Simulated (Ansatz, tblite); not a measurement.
# The cluster CaI2+: a ladder of methods and basis sets

The task here is to estimate one member of a computed series from the others.

Program: Ansatz 0.2.0, Gaussian basis. Level of theory: as each input shows. These are calculated values, not measurements.

Levels to be run: GFN1-xTB, GFN2-xTB, PBE-D4/def2-TZVP, r2SCAN-D4/def2-TZVP, ωB97X-V/def2-TZVP, CAM-B3LYP-D4/def2-TZVP, r2SCANh-D4/def2-TZVP, LC-ωPBE/def2-TZVP, B97M-V/def2-TZVP, PBE-D4/def2-SVP, PBE0-D4/def2-SVP, CCSD(T)/def2-TZVPP, MP2/def2-TZVP, RPA/def2-TZVP.

1 further run of the same task is left out (set aside as unsound or not needed). Runs told in other sessions of the task aren't counted.

### The geometry

The doublet was relaxed beforehand with r2SCAN-D4/def2-TZVP. At that level it is the lowest of the isomers that a small search found.

3 atoms, charge 1, spin multiplicity 2.

Bond lengths: Ca1–I2 2.853 Å, Ca1–I3 2.853 Å. Angles: I2–Ca1–I3 72.1°.

I takes a core potential in the def2 sets. No spin-orbit coupling is included. The ion is computed in the gas phase, without counter-ions or solvent.

PBE0-D4/def2-TZVP was run before; its log isn't repeated, and its numbers join the tables.

The first run:

Tight binding, by tblite at 300 K electronic temperature and without a spin-polarisation term:

```python
tblite.interface.Calculator('GFN1-xTB', numbers, positions, charge=1, uhf=1).singlepoint()
```

Tight binding, by tblite at 300 K electronic temperature and without a spin-polarisation term:

```python
tblite.interface.Calculator('GFN2-xTB', numbers, positions, charge=1, uhf=1).singlepoint()
```

start.molden holds the orbitals of an earlier run on this state, given as this run's starting guess.

in.yaml reads:

```yaml
crystal:
  periodic: [false, false, false]
  atoms:
    - {symbol: Ca, position_ang: [1.518931, 0.240034, -0.030377]}
    - {symbol: I, position_ang: [-0.495593, -1.755353, 0.287762]}
    - {symbol: I, position_ang: [-1.023328, 1.515319, -0.257375]}
basis:
  gaussian: {orbitals: def2-TZVP, initial_orbitals: start.molden}
total_charge: 1
magnetization: {spin_polarized: true, initial_magnetization: 1}
hamiltonian: {xc: pbe, dispersion: d4}
scf: {omitted_lower_state_checks: [starts]}
output: {orbitals: {seedname: orbitals}}
```

Command:

```console
> ansatz run in.yaml --threads 4 --pin off --events-out ev --progress --plain --max-ram 3916MiB
```

Among the steps run: PBE-D4/def2-TZVP; r2SCAN-D4/def2-TZVP; ωB97X-V/def2-TZVP; CAM-B3LYP-D4/def2-TZVP; r2SCANh-D4/def2-TZVP; LC-ωPBE/def2-TZVP; B97M-V/def2-TZVP; PBE-D4/def2-SVP; PBE0-D4/def2-SVP; CCSD(T)/def2-TZVPP; MP2/def2-TZVP; RPA/def2-TZVP.

One table of the session follows, with a row left open; its other results are not shown here.

```
                 level  HOMO (eV)  LUMO (eV)  gap (eV)
       PBE-D4/def2-SVP     -10.30      -9.60      0.69
      PBE-D4/def2-TZVP     -10.19      -9.47      0.72
   r2SCAN-D4/def2-TZVP     -10.48      -9.32      1.17
      B97M-V/def2-TZVP     -10.44      -9.14      1.29
  r2SCANh-D4/def2-TZVP     -10.88      -9.03      1.85
      PBE0-D4/def2-SVP     -11.40      -8.90      2.49
     PBE0-D4/def2-TZVP     -11.25      -8.73      2.52
CAM-B3LYP-D4/def2-TZVP          ?          ?         ?
     LC-ωPBE/def2-TZVP     -13.70      -6.76      6.94
     ωB97X-V/def2-TZVP     -13.30      -6.93      6.37
```

Q: Estimate the row for CAM-B3LYP-D4/def2-TZVP from the others.

**Answer.** HOMO (eV): -12.40; LUMO (eV): -7.81; gap (eV): 4.59. In the column «HOMO (eV)» it lies between ωB97X-V/def2-TZVP (-13.30) and PBE0-D4/def2-SVP (-11.40).
